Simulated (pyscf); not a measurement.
Elementary routes open to Cl–SiH•–Cl + H₂ in the gas phase (doublet surface):
A. Cl–SiH₂–Cl + H• (H–H broken; H–Si formed)
B. HCl + •H₂Si–Cl (Cl–Si, H–H broken; Cl–H, H–Si formed)

Single points on ωB97X-D3(BJ)/def2-SVP structures (PySCF, gas phase).

### Question
Rank the routes by free-energy barrier at 298 K, lowest first, for ωB97M-D3(BJ)/def2-TZVP energies (ideal gas, 1 atm, RRHO with modes under 100 cm⁻¹ raised to 100, one conformer, R ln 2 for chiral ones without a mode under 150 cm⁻¹).

### Answer
A (91.5 kJ/mol), B (234.4 kJ/mol)

Route A is the fastest of these, ahead of the next by 142.9 kJ/mol. The most stable products are those of A (ΔG = +53.2 kJ/mol), so kinetics and thermodynamics agree. At 1200 K A is still the fastest. Only these routes are compared; each barrier is that of the saddle found, and lower ones may exist.
